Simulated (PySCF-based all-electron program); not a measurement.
Values are calculated unless marked as measured or tabulated.
## BH₃ (charge +1), doublet: how the functional moves the forces

Method: all-electron DFT (in-house code on PySCF), basis-limit composite values; the spin-free Dirac equation, no spin–orbit coupling, spin-unrestricted, lowest state found (another of this spin can lie close). Forces are good to about 0.005 eV/Å. Atoms are numbered as listed.

| atom | x (Å) | y (Å) | z (Å) |
| --- | --- | --- | --- |
| B | 0.0241 | -0.0379 | 0.0697 |
| H | 1.2891 | -0.0426 | -0.0657 |
| H | -0.4331 | 0.9579 | 0.0548 |
| H | -0.4964 | -0.9652 | -0.0462 |

PBE forces:

| atom | Fx | Fy | Fz (eV/Å) |
| --- | --- | --- | --- |
| B1 | -0.860 | 0.149 | 0.137 |
| H2 | 1.691 | 0.237 | -0.122 |
| H3 | 0.001 | 4.144 | 0.217 |
| H4 | -0.831 | -4.530 | -0.232 |

(1) What forces does r2SCAN give?

## Answers

(1) The forces move by 0.252 eV/Å (r.m.s. over the atoms) from PBE.

```json
{"atom": "B1", "Fx": "-1.215", "Fy": "0.220", "Fz (eV/Å)": "0.107"}
{"atom": "H2", "Fx": "1.735", "Fy": "0.229", "Fz (eV/Å)": "-0.128"}
{"atom": "H3", "Fx": "0.155", "Fy": "3.928", "Fz (eV/Å)": "0.227"}
{"atom": "H4", "Fx": "-0.674", "Fy": "-4.377", "Fz (eV/Å)": "-0.206"}
```
